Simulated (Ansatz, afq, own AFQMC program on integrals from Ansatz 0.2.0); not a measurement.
# SiH3+ (singlet): AFQMC on the coupled-cluster ladder, cc-pVDZ

One table from this session's results is given with a row withheld; the runs are named, their logs left out.

Method: cc-pVDZ, frozen cores; program: Ansatz 0.2.0, Gaussian basis, and an in-house AFQMC program (afq) on its integrals; all values are calculated.

The runs, in order: Full CI; PBE (unrestricted); r2SCAN (unrestricted); PBE0 (unrestricted); B3LYP (unrestricted); wB97M-V (unrestricted); B2PLYP (unrestricted); CCSD(T) on RHF; CCSDT(Q) on RHF; CCSDTQ on RHF; Phaseless AFQMC, CISD trial on RHF; Phaseless AFQMC, single-determinant trial on RHF; Free-projection AFQMC, CISD trial on RHF; Free-projection AFQMC, CISD trial on RHF; UHF.

2 further runs of the same task are left out: 2 that didn't finish.

## The system

The geometry is a PBE0/def2-TZVP stationary point (not a proven minimum).

4 atoms, charge 1, spin multiplicity 1.

Atoms are counted from 1 here; the program's logs count them from 0.

Bond lengths: Si1–H2 1.472 Å, Si1–H3 1.472 Å, Si1–H4 1.472 Å. Angles: H2–Si1–H3 120.0°, H2–Si1–H4 120.0°, H3–Si1–H4 120.0°.

The first run:

The input, in.yaml:

```yaml
crystal:
  periodic: [false, false, false]
  atoms:
    - {symbol: Si, position_ang: [0.000000, 0.000000, 0.000000]}
    - {symbol: H, position_ang: [1.471943, 0.014227, -0.000096]}
    - {symbol: H, position_ang: [-0.748293, 1.267623, -0.002905]}
    - {symbol: H, position_ang: [-0.723650, -1.281850, 0.003001]}
basis:
  gaussian: {orbitals: cc-pVDZ}
total_charge: 1
correlation: {method: fci, electrons: outside_noble_gas}
```

On the command line:

```console
ansatz run in.yaml --threads 1 --pin off --events-out ev --progress --plain --max-ram 1843MiB
```

Steps of the session up to this table: Full CI; PBE (unrestricted); r2SCAN (unrestricted); PBE0 (unrestricted); B3LYP (unrestricted); wB97M-V (unrestricted); B2PLYP (unrestricted); CCSD(T) on RHF; CCSDT(Q) on RHF; CCSDTQ on RHF; Phaseless AFQMC, CISD trial on RHF; Phaseless AFQMC, single-determinant trial on RHF; Free-projection AFQMC, CISD trial on RHF; Free-projection AFQMC, CISD trial on RHF (settings varied); UHF.

One table of the session follows, with a row left open; its other results are not shown here.

On the RHF determinant, counted from full CI (exact for this spin and basis):

```
                                                             level  from full CI (kJ/mol)
                                                                HF                 +290.2
                                                               MP2                  +70.6
                                                              CCSD                   +5.4
                                                           CCSD(T)                      ?
                                                          CCSDT(Q)                    0.0
                                                            CCSDTQ                    0.0
                                                           full CI                    0.0
              Phaseless AFQMC, CISD trial, step 0.005, 160 walkers                    0.0
Phaseless AFQMC, single-determinant trial, step 0.005, 320 walkers                   -7.0
         Free-projection AFQMC, CISD trial, step 0.03, 160 walkers                   +0.1
         Free-projection AFQMC, CISD trial, step 0.01, 200 walkers                    0.0
```

Estimate the missing values for CCSD(T).

The run gave: from full CI (kJ/mol): +1.3. In the column «from full CI (kJ/mol)» it lies between Free-projection AFQMC, CISD trial, step 0.03, 160 walkers (+0.1) and CCSD (+5.4).

The functionals' totals stand on their own zeros and serve differences with other points: PBE -7912.032 eV; r2SCAN -7915.482 eV; PBE0 -7912.957 eV; B3LYP -7917.110 eV; wB97M-V -7915.562 eV; B2PLYP -7912.958 eV.

Caveats from the session: On the RHF determinant, counted from full CI (exact for this spin and basis): On RHF the phaseless walk with the CISD trial lies 0.0 kJ/mol from full CI, within three error bars. Error bars are statistical and leave out the constraint, the time step and what remains of the start.
